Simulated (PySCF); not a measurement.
A structure optimised at PBE-D3(BJ)/def2-TZVPD, used in a PySCF frequency run:

```xyz
3

C      0.0000     0.0000    -0.7437
N      0.0000     0.0000     0.4320
H      0.0000     0.0000     1.4385
```

**Question.** Write its SMILES, formula and point group.

**Answer.** [C-]#[NH+], CHN, C∞v

**Question.** What are its rotational constants (standard atomic weights)?

**Answer.** 44.855 GHz (linear rotor, B only)
